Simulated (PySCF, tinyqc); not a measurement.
Worked calculation (part 2 of 2): RHF in the sto-6g basis, for H2O, spin multiplicity 1. The lowest restricted solution is unstable here: a spin-polarised one lies 0.0012 hartree lower (PySCF). Computed by tinyqc, a small Python program that keeps every step (integrals from PySCF). Command: `OMP_NUM_THREADS=1 python tinyqc.py 31747 31748 out.jsonl` (the two numbers bound the seeds that draw the settings). One thread of a shared host (Intel(R) Xeon(R) Processor @ 2.60GHz), about 0.1 s of CPU time with the checks.

Geometry (angstrom):
```
atom        x         y        z
O     0.00000   0.00000  0.00000
H     0.00000   1.01600  0.68700
H     0.00000  -1.07700  0.72800
```

## Convergence

Stop when the energy changes by less than 1e-09 hartree and every element of the error matrix X^T (F D S - S D F) X is below 9e-06.

Course of the cycle:
```
iteration  E (hartree)     change  largest element of the error matrix
1          -74.0486347          -                             4.63e-01
2          -75.1866065  -1.14e+00                             4.20e-01
3          -75.5548762  -3.68e-01                             7.04e-02
4          -75.5662170  -1.13e-02                             1.98e-02
5          -75.5670790  -8.62e-04                             6.26e-03
6          -75.5671837  -1.05e-04                             1.12e-03
7          -75.5671853  -1.60e-06                             7.49e-05
8          -75.5671854  -9.58e-09                             1.32e-05
9          -75.5671854  -3.52e-10                             6.79e-07
```

PySCF RHF in the same basis = -75.5671854 hartree

Converged in 9 iterations.

## Populations, bond orders and dipole

D after iteration 9, lower triangle:
```
           1O 1s     1O 2s   1O 2px    1O 2py   1O 2pz     2H 1s    3H 1s
1O 1s    2.10784
1O 2s   -0.46770   2.05559
1O 2px   0.00000   0.00000  2.00000
1O 2py   0.00306  -0.02215  0.00000   0.73204
1O 2pz   0.08691  -0.48509  0.00000   0.00406  1.11603
2H 1s   -0.00733  -0.07024  0.00000   0.55349  0.55343   0.70863
3H 1s   -0.00715  -0.05416  0.00000  -0.55747  0.56943  -0.12123  0.73541
```

overlap S, lower triangle:
```
          1O 1s    1O 2s   1O 2px    1O 2py   1O 2pz    2H 1s    3H 1s
1O 1s   1.00000
1O 2s   0.23114  1.00000
1O 2px  0.00000  0.00000  1.00000
1O 2py  0.00000  0.00000  0.00000   1.00000
1O 2pz  0.00000  0.00000  0.00000   0.00000  1.00000
2H 1s   0.02979  0.31946  0.00000   0.24183  0.16352  1.00000
3H 1s   0.02512  0.28369  0.00000  -0.21933  0.14825  0.10313  1.00000
```

Mulliken: Z minus the diagonal of D S on the atom; Loewdin: the same with S^(1/2) D S^(1/2); Mayer order: 2 sum_s sum (D(s) S)_ij (D(s) S)_ji over the two atoms.

Charges (e):
```
atom  Mulliken   Loewdin
1O    -0.18813  -0.14560
2H     0.10218   0.07823
3H     0.08595   0.06738
```

Mayer bond orders:
```
pair    order
2-1   0.97831
3-1   0.98136
3-2   0.01125
```

dipole moment about the origin, x y z (debye): 0.00000  0.05392  1.31249
